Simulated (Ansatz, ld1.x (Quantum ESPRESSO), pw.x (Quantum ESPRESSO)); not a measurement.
# phosphorus (P): does the TM potential hold in the solid?

ld1.x (Quantum ESPRESSO) 7.5 input, shortened:

```
&input
   title='P', zed=15., rel=1, dft='PBESOL', iswitch=3,
   config='[Ne] 3s1 3p4'
 /
 &inputp
   pseudotype=2, tm=.true., lloc=-1, rcloc=1.02,
   nlcc=.true., new_core_ps=.true., rcore=0.75
 /
2
3S  1  0   1.00   0.00  1.40  1.40  0.0
3P  2  1   4.00   0.00  1.30  1.30  0.0
 &test
   configts(1)='3s1 3p4'
 /
```

Crystal test: fcc P in pw.x 7.5, no spin, 15³ k-points, Fermi–Dirac smearing 0.01 Ry, cutoffs 120/480 Ry. The reference is all-electron LAPW (Ansatz 0.2.0) with the same functional, mesh and smearing; V0 and B0 come from Birch–Murnaghan fits to the pressures at five volumes. Errors are pseudo minus all-electron; Δ is the rms difference of the E(V) curves that follow from these fits, minima aligned, over ±6 % about the mean V0. Mesh and smearing are coarse, so the numbers serve the comparison and aren't converged zero-temperature values; the lattice is a test structure that the element need not adopt.

All-electron: a0 = 3.827 Å (V0 = 14.01 Å³/atom), B0 = 103.0 GPa.

How far does the potential miss the all-electron equation of state?

mean pressure error (GPa): -1.37; a0 (Å): 3.810; a0 error (%): -0.44; B0 error (%): +3.7; Δ (meV/atom): 4.2. Note: ghost state, extra bound levels that the all-electron valence spectrum of the same l lacks: s at -7.6 eV. A true bound ghost makes a file unfit for plane-wave use. The logarithmic derivative shows an extra or strongly shifted pseudo pole above the reference energy (s near -0.57 Ry).

```json
{"V (Å³/atom)": "13.391", "P all-electron (GPa)": "5.09", "P pseudo (GPa)": "3.64"}
{"V (Å³/atom)": "13.744", "P all-electron (GPa)": "2.06", "P pseudo (GPa)": "0.67"}
{"V (Å³/atom)": "14.096", "P all-electron (GPa)": "-0.60", "P pseudo (GPa)": "-1.98"}
{"V (Å³/atom)": "14.448", "P all-electron (GPa)": "-2.97", "P pseudo (GPa)": "-4.32"}
{"V (Å³/atom)": "14.801", "P all-electron (GPa)": "-5.09", "P pseudo (GPa)": "-6.40"}
```

At the middle volume, how do free energy and pressure move when the wave cutoff is lowered (ecutrho kept at four times it)?

```tsv
cutoff (Ry)	shift of F (meV/atom)	shift of P (GPa)
54	+150.4	-5.67
72	+26.7	-0.84
96	+8.9	-0.28
```

The run at the middle volume (120 k-points, 43 iterations) took about 1.9 min on one core of a shared host (Neoverse-V2, 192 threads, 742 GiB, load 66).
